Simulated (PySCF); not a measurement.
## Ionising NaS

r²SCAN; Na aug-pcseg-1, S aug-pcseg-1; no relativity (PySCF 2.14). Neutral (UKS): doublet (π ↑), Re = 2.515 Å, ωe = 323 cm⁻¹, De = 2.69 eV, HOMO -4.13 eV, LUMO -3.19 eV.

NaS⁻ (UKS): singlet (closed shell), Re = 2.435 Å, ωe = 349 cm⁻¹, De = 1.57 eV to Na + S⁻. The energies at the minima are -560.39299 hartree for NaS and -560.43175 for NaS⁻.

(1) Work out the adiabatic electron affinity, without and with harmonic zero-point energies (1 hartree = 27.2114 eV, 1 eV = 8065.5 cm⁻¹), and the change of the bond length.

For an ion De counts to the pair picked by the measured ionisation energies or electron affinities, which need not be the lowest pair at this level. The highest Kohn–Sham level is positive in this anion. Much of that is self-interaction error, but it also means that the finite basis helps to hold the extra electron. States were picked by a PBE0 search and need not be the measured ground states.

Answers

(1) At r²SCAN: 0.03876 hartree = 1.055 eV between the minima; the zero-point term (323.0 − 349.0)/2 cm⁻¹ = -0.002 eV makes it 1.053 eV. Re changes by -8.0 pm against the neutral. The electron enters a π orbital; in so polar a molecule the change of length follows mostly from the change of the ionic charges.
